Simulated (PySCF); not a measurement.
Species: C₃H₃FO.
Numbering: `[O:1]=[CH:2]/[CH:3]=[CH:4]/[F:5]` (hydrogens: H6 on C2; H7 on C3; H8 on C4)

Method used: PBE0-D3(BJ)/def2-SVP geometry optimisation, gas phase in PySCF 2.14.0.

(1) Give the optimised bond lengths and angles.

Answers

(1) 
| bond | length (bohr) | order |
| --- | --- | --- |
| O1=C2 | 2.283 | double |
| C2–C3 | 2.783 | single |
| C3=C4 | 2.526 | double |
| C4–F5 | 2.485 | single |
| C2–H6 | 2.114 | single |
| C3–H7 | 2.065 | single |
| C4–H8 | 2.069 | single |

Orders are formal, as drawn. A selection of angles:
| angle | degrees |
| --- | --- |
| O1–C2–C3 | 124.6 |
| O1–C2–H6 | 120.8 |
| C3–C2–H6 | 114.6 |
| C2–C3–C4 | 119.3 |
| C2–C3–H7 | 120.0 |
| C4–C3–H7 | 120.7 |
| C3–C4–F5 | 123.0 |
| C3–C4–H8 | 123.1 |
| F5–C4–H8 | 114.0 |

Dihedral angles: O1–C2–C3–C4 0° (synperiplanar); C2–C3–C4–F5 180° (antiperiplanar).

The C–C distances run from 1.337 Å (C3=C4, drawn double) to 1.472 Å (C2–C3, drawn single), a spread of 0.135 Å. Of the pairs four or more bonds apart, O1···H8 is among the closest relative to their van der Waals radii: 2.57 Å, 95 % of the sum of Bondi's values. The 5 heavy atoms lie in one plane (0.001 Å rms).

Point group: Cs (every atom within 0.08 Å of its image). Not checked by PBE0-D3(BJ)/def2-SVP frequencies. The numbers are those of one conformer.
